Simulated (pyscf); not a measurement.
Single points on ωB97X-D3(BJ)/def2-SVP structures (PySCF, gas phase).

Problem. Estimate by transition-state theory the rate constant of `[NH][Ti]([NH2])([NH2])[OH]` [doublet] + `[H][H]` → `[NH2][Ti]([NH2])([NH2])[OH]` + `[H]` [doublet] (doublet surface; H–H broken, H–N formed) at 600 K, with ωB97M-D3(BJ)/def2-TZVP energies (ideal gas, 1 atm, RRHO with modes under 100 cm⁻¹ raised to 100, one conformer, R ln 2 for chiral ones without a mode under 150 cm⁻¹; no tunnelling).

Solution. The electronic barrier is 8.3 kcal/mol and the thermal terms add +16.1, so ΔG‡ = 24.4 kcal/mol. With k_BT/h = 1.25e+13 s⁻¹ and RT = 1.192 kcal/mol, and a volume of 8.18e-20 cm³ per molecule at 1 atm, k = 1.3e-15 cm³ molecule⁻¹ s⁻¹. Wigner's tunnelling factor for 1213i cm⁻¹ would be 1.35. A shift of 1 kcal/mol in the barrier changes k by a factor 2.3. One saddle was located; it need not be the lowest between these sides. The angle at the transferred H is 160°. Open-shell species with a d-block atom are single-reference here; other states, and whether the spin sits on metal or ligand, were not checked.
